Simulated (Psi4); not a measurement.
Psi4 input (wB97X-D/6-31G*):

```
memory 1500 MB

molecule {
0 1
Al   -0.00000000    0.00000000   -0.00000000
Cl   -0.00589700    2.07624800    0.02827800
Cl    1.80113700   -1.03281500   -0.02893200
Cl   -1.79524000   -1.04343200    0.00065400
symmetry c1
no_reorient
no_com
}

set {
  basis 6-31G*
  reference rks
  scf_type pk
  dft_radial_points 99
  dft_spherical_points 590
  e_convergence 1e-8
  d_convergence 1e-7
  maxiter 150
}

e = energy('wb97x-d')
print_out(f'\nFINAL {e:.10f} DIPOLE {variable("CURRENT DIPOLE")[0]:.6f} {variable("CURRENT DIPOLE")[1]:.6f} {variable("CURRENT DIPOLE")[2]:.6f}\n')
```

Output:

```
   => Loading Basis Set <=

    Name: 6-31G*
    Role: ORBITAL
    Keyword: BASIS
    atoms 1   entry AL         line   244 file 6-31gs.gbs
    atoms 2-4 entry CL         line   340 file 6-31gs.gbs

   => WB97X-D: Empirical Dispersion <=

    Chai and Head-Gordon Dispersion Correction
    Chai, J.-D.; Head-Gordon, M. (2010), J. Chem. Phys., 132: 6615-6620

        s6 =       1.000000

         ---------------------------------------------------------
                                   SCF
               by Justin Turney, Rob Parrish, Andy Simmonett
                          and Daniel G. A. Smith
                              RKS Reference
         ---------------------------------------------------------

  ==> Geometry <==

    Molecular point group: c1
    Full point group: C1

    Geometry (in Angstrom), charge = 0, multiplicity = 1:

       Center              X                  Y                   Z               Mass
    ------------   -----------------  -----------------  -----------------  -----------------
         AL           0.000000000000     0.000000000000     0.000000000000    26.981538530000
         CL          -0.005897000000     2.076248000000     0.028278000000    34.968852682000
         CL           1.801137000000    -1.032815000000    -0.028932000000    34.968852682000
         CL          -1.795240000000    -1.043432000000     0.000654000000    34.968852682000

  Running in c1 symmetry.

  Rotational constants: A =      0.07454  B =      0.07454  C =      0.03727 [cm^-1]
  Rotational constants: A =   2234.61267  B =   2234.61208  C =   1117.30619 [MHz]
  Nuclear repulsion =  296.530751799355357

  Charge       = 0
  Multiplicity = 1
  Electrons    = 64
  Nalpha       = 32
  Nbeta        = 32

  ==> Algorithm <==

  SCF Algorithm Type is PK.
  DIIS enabled.
  MOM disabled.
  Fractional occupation disabled.
  Guess Type is SAD.
  Energy threshold   = 1.00e-08
  Density threshold  = 1.00e-07
  Integral threshold = 1.00e-12

  ==> Primary Basis <==

  Basis Set: 6-31G*
    Blend: 6-31G*
    Number of shells: 32
    Number of basis functions: 76
    Number of Cartesian functions: 76
    Spherical Harmonics?: false
    Max angular momentum: 2

  ==> DFT Potential <==

   => LibXC <=

    Version 7.1.2
    S. Lehtola, C. Steigemann, M. J. T. Oliveira, and M. A. L. Marques,  SoftwareX 7, 1–5 (2018) (10.1016/j.softx.2017.11.002)

   => Composite Functional: WB97X-D <=

    wB97X-D Hyb-GGA Exchange-Correlation Functional

    J.-D. Chai and M. Head-Gordon,  Phys. Chem. Chem. Phys. 10, 6615–6620 (2008) (10.1039/B810189B)

    Deriv               =              1
    GGA                 =           TRUE
    Meta                =          FALSE

    Exchange Hybrid     =           TRUE
    MP2 Hybrid          =          FALSE

   => Exchange-Correlation Functionals <=

    1.0000   wB97X-D range-separated functional

   => Exact (HF) Exchange <=

    0.7780            HF,LR [omega = 0.2000]
    0.2220               HF

   => LibXC Density Thresholds  <==

    XC_HYB_GGA_XC_WB97X_D:  1.00E-14

   => Molecular Quadrature <=

    Radial Scheme          =       TREUTLER
    Pruning Scheme         =           NONE
    Nuclear Scheme         =       TREUTLER

    Blocking Scheme        =         OCTREE
    BS radius alpha        =              1
    Pruning alpha          =              1
    Radial Points          =             99
    Spherical Points       =            590
    Total Points           =         220188
    Total Blocks           =           1772
    Max Points             =            256
    Max Functions          =             69
    Weights Tolerance      =       1.00E-15

  ==> Integral Setup <==

  Using in-core PK algorithm.
   Calculation information:
      Number of atoms:                   4
      Number of AO shells:              32
      Number of primitives:            108
      Number of atomic orbitals:        76
      Number of basis functions:        76

      Integral cutoff                 1.00e-12
      Number of threads:                 1

  Performing in-core PK
  Using 12846603 doubles for integral storage.
  We computed 113448 shell quartets total.
  Whereas there are 139656 unique shell quartets.

  Computing range-separated integrals for PK
  We computed 113448 wK shell quartets total.
  Whereas there are 139656 wK unique shell quartets.

  ==> DiskJK: Disk-Based J/K Matrices <==

    J tasked:                  Yes
    K tasked:                  Yes
    wK tasked:                 Yes
    Omega:               2.000E-01
    Schwarz Cutoff:          1E-12


  Cached 100.0% of DFT collocation blocks in 0.329 [GiB].

  Minimum eigenvalue in the overlap matrix is 1.0051088120E-02.
  Reciprocal condition number of the overlap matrix is 1.8574270828E-03.
    Using symmetric orthogonalization.

  ==> Pre-Iterations <==

  SCF Guess: Superposition of Atomic Densities via on-the-fly atomic UHF (no occupation information).

   -------------------------
    Irrep   Nso     Nmo
   -------------------------
     A         76      76
   -------------------------
    Total      76      76
   -------------------------

  ==> Iterations <==

                        Total Energy        Delta E     RMS |[F,P]|

   @RKS iter SAD: -1622.81176847976872   -1.62281e+03   0.00000e+00
   @RKS iter   1: -1623.10528888954627   -2.93520e-01   4.01028e-03 DIIS/ADIIS
   @RKS iter   2: -1623.13947235468868   -3.41835e-02   2.58208e-03 DIIS/ADIIS
   @RKS iter   3: -1623.15898217654512   -1.95098e-02   2.35954e-04 DIIS/ADIIS
   @RKS iter   4: -1623.15918115443174   -1.98978e-04   6.62517e-05 DIIS
   @RKS iter   5: -1623.15920253229365   -2.13779e-05   8.73166e-06 DIIS
   @RKS iter   6: -1623.15920319456336   -6.62270e-07   1.16802e-06 DIIS
   @RKS iter   7: -1623.15920321026442   -1.57011e-08   1.70417e-07 DIIS
   @RKS iter   8: -1623.15920321059889   -3.34467e-10   3.34937e-08 DIIS
  Energy and wave function converged.

  ==> Post-Iterations <==

   Electrons on quadrature grid:
      Ntotal   =   63.9999986365 ; deviation = -1.364e-06

    Orbital Energies [Eh]
    ---------------------

    Doubly Occupied:

       1A   -101.726715     2A   -101.726713     3A   -101.726713
       4A    -56.302239     5A     -9.600476     6A     -9.600474
       7A     -9.600457     8A     -7.345688     9A     -7.345687
      10A     -7.345662    11A     -7.341221    12A     -7.341200
      13A     -7.341198    14A     -7.340441    15A     -7.340440
      16A     -7.340439    17A     -4.353152    18A     -2.895748
      19A     -2.890963    20A     -2.890958    21A     -0.947686
      22A     -0.930017    23A     -0.930016    24A     -0.559800
      25A     -0.492409    26A     -0.492407    27A     -0.458821
      28A     -0.439846    29A     -0.439845    30A     -0.433054
      31A     -0.433053    32A     -0.414547

    Virtual:

      33A      0.009894    34A      0.016482    35A      0.124233
      36A      0.124233    37A      0.166844    38A      0.214341
      39A      0.250548    40A      0.250551    41A      0.413078
      42A      0.413083    43A      0.433463    44A      0.445598
      45A      0.445599    46A      0.524532    47A      0.524533
      48A      0.540586    49A      0.540586    50A      0.601264
      51A      0.616159    52A      0.616306    53A      0.654555
      54A      0.693381    55A      0.693382    56A      0.712896
      57A      0.712900    58A      0.922051    59A      0.935861
      60A      0.935864    61A      0.936601    62A      0.938547
      63A      0.938548    64A      0.948837    65A      0.982172
      66A      1.051005    67A      1.051008    68A      1.107123
      69A      1.107125    70A      1.259009    71A      1.379428
      72A      1.379429    73A      2.156764    74A      4.326796
      75A      4.337440    76A      4.337444

    Final Occupation by Irrep:
              A
    DOCC [    32 ]
    NA   [    32 ]
    NB   [    32 ]

  @RKS Final Energy: -1623.15920321059889

   => Energetics <=

    Nuclear Repulsion Energy =            296.5307517993553574
    One-Electron Energy =               -2834.5825415848512421
    Two-Electron Energy =                 990.5246413717868563
    DFT Exchange-Correlation Energy =     -75.6310807640551985
    Empirical Dispersion Energy =          -0.0009740328346260
    VV10 Nonlocal Energy =                  0.0000000000000000
    Total Energy =                      -1623.1592032105991166

Computation Completed

Properties will be evaluated at   0.000000,   0.000000,   0.000000 [a0]

Properties computed using the SCF density matrix

 Multipole Moments:

 ------------------------------------------------------------------------------------
     Multipole            Electronic (a.u.)      Nuclear  (a.u.)        Total (a.u.)
 ------------------------------------------------------------------------------------

 L = 1.  Multiply by 2.5417464519 to convert [e a0] to [Debye]
 Dipole X            :         -0.0000122            0.0000000           -0.0000122
 Dipole Y            :         -0.0000357            0.0000321           -0.0000035
 Dipole Z            :          0.0000001            0.0000000            0.0000001
 Magnitude           :                                                    0.0000127

 ------------------------------------------------------------------------------------

FINAL -1623.1592032106 DIPOLE -0.000012 -0.000004 0.000000

*** Psi4 exiting successfully. Buy a developer a beer!
```

The geometry given is a B3LYP-D3(BJ)/def2-TZVP minimum.
